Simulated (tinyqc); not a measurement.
A ladder of methods, and size consistency: correlation methods against full CI in the sto-3g basis, for H2O, spin multiplicity 1. Computed by the program tinyqc with PySCF. All electrons correlated; +Q is the Davidson correction (1 - c0^2) E_corr. The last columns treat two copies 100 angstrom apart as one system. FCI is the lowest singlet.

Geometry (angstrom):

| atom | x | y | z |
|---|---|---|---|
| O | 0.0000 | 0.0000 | 0.0000 |
| H | 0.0000 | 0.9460 | 0.6070 |
| H | 0.0000 | -0.9460 | 0.6070 |

RHF energy of one = -74.922364 hartree

Correlation energies (hartree):

| method | E_corr of one | share of FCI (%) | E_corr of two at 100 angstrom | two minus twice one (mhartree) |
|---|---|---|---|---|
| MP2 | -0.050163 | 67.8682 | -0.100327 | 0.0000 |
| CISD | -0.071867 | 97.2313 | -0.137256 | 6.4768 |
| CISD+Q | -0.075437 | 102.0620 | -0.149037 | 1.8368 |
| CCSD | -0.073610 | 99.5904 | -0.147221 | -2.46e-05 |
| CCSD(T) | -0.073767 | 99.8020 | -0.147533 | -2.52e-05 |
| FCI | -0.073913 | 100.0000 | - | - |

What does the comparison show, and why?

MP2 recovers 68 %, CISD 97.2 % and CCSD 99.6 % of the FCI value (c0^2 = 0.950 in CISD). MP2 and coupled cluster are size consistent, so their last column vanishes; CISD loses 6.48 mhartree, since a double excitation on each copy is a quadruple of the pair, and the Davidson correction leaves +1.84.
